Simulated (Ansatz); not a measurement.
## Elastic constant C33 of solid iodine at several levels of theory

No measured value is used here.

**Question.** Put these levels in order of the elastic constant C33 that they give for solid iodine, smallest first: LDA (Ansatz, a quantum-chemistry and plane-wave program), PBEsol (Ansatz), r²SCAN (Ansatz).

**Answer.** r²SCAN (33.7 GPa), PBEsol (57.6 GPa), LDA (71.7 GPa)

Unless a cell is named, each level is at its own relaxed cell (LDA 36.95, PBEsol 39.80, r²SCAN 44.25 Å³/atom).

PBEsol, r²SCAN: the cell comes from a level without a dispersion term, which matters for the spacing of layers, chains or molecules. LDA: LDA has no dispersion term either, though it tends to give short spacings of layers, chains or molecules. Each level is taken at its own relaxed cell. Cutoffs differ between the levels. Ansatz's density-functional and Hartree–Fock values are scalar-relativistic unless marked +SOC, with PAW data made under PBE.
